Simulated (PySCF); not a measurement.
SMILES [CH2]OC (C2H5O), doublet, PBE0/def2-SVP optimised geometry.

```
8

C     -0.51    -0.38     2.31
O     -0.81    -0.88     1.09
C     -0.30    -0.17     0.00
H     -0.30     0.69     2.39
H     -0.96    -0.93     3.13
H     -0.65     0.88     0.00
H      0.81    -0.17     0.00
H     -0.65    -0.66    -0.91
```

Density from unrestricted PBE0/def2-TZVP run with PySCF at that geometry.

Minimum of the electron density along straight lines between bonded atoms, close to the bond critical point (lines longer than 1.1 times the sum of covalent radii, or with two minima, are not listed):

```json
[
 {"bond": "C1–O2", "length / Å": "1.344", "ρ at the minimum / e bohr⁻³": "0.295", "∇²ρ there / e bohr⁻⁵": "(withheld)", "position (fraction from the first atom)": "0.33"},
 {"bond": "O2–C3", "length / Å": "1.400", "ρ at the minimum / e bohr⁻³": "0.266", "∇²ρ there / e bohr⁻⁵": "-0.51", "position (fraction from the first atom)": "0.66"},
 {"bond": "C1–H4", "length / Å": "1.097", "ρ at the minimum / e bohr⁻³": "0.277", "∇²ρ there / e bohr⁻⁵": "-0.95", "position (fraction from the first atom)": "0.65"},
 {"bond": "C1–H5", "length / Å": "1.091", "ρ at the minimum / e bohr⁻³": "0.282", "∇²ρ there / e bohr⁻⁵": "-1.00", "position (fraction from the first atom)": "0.65"},
 {"bond": "C3–H6", "length / Å": "1.106", "ρ at the minimum / e bohr⁻³": "0.275", "∇²ρ there / e bohr⁻⁵": "-0.94", "position (fraction from the first atom)": "0.65"},
 {"bond": "C3–H7", "length / Å": "1.105", "ρ at the minimum / e bohr⁻³": "0.277", "∇²ρ there / e bohr⁻⁵": "-0.95", "position (fraction from the first atom)": "0.65"},
 {"bond": "C3–H8", "length / Å": "1.098", "ρ at the minimum / e bohr⁻³": "0.281", "∇²ρ there / e bohr⁻⁵": "-0.99", "position (fraction from the first atom)": "0.65"}
]
```

Complete the blanks.


- C1–O2, ∇²ρ there / e bohr⁻⁵: -0.25
